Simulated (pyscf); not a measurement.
Structures and frequencies: ωB97X-D3(BJ)/def2-SVP in PySCF.

**Question.** How much does it cost (ΔH, 298 K, ωB97M-D3(BJ)/def2-TZVP) to split H₃C–CH₂–Ga(Cl)–Cl at its Cl–Ga bond into [H₃C–CH₂–Ga–Cl]• + Cl•?

**Answer.** Cl–Ga to [H₃C–CH₂–Ga–Cl]• + Cl•: 102.5 kcal/mol. The 7 functionals that were run give +98.3 (B3LYP-D3(BJ)) to +106.6 kcal/mol (ωB97X-D3(BJ)). The radicals are drawn with the spin at the cut bond; how far it spreads was not checked. Other isomers of [H₃C–CH₂–Ga–Cl]• were not searched in full and may lie lower. Left out: the spin-orbit lowering of Cl. Elements up to Kr have no core potential and no relativistic terms here.
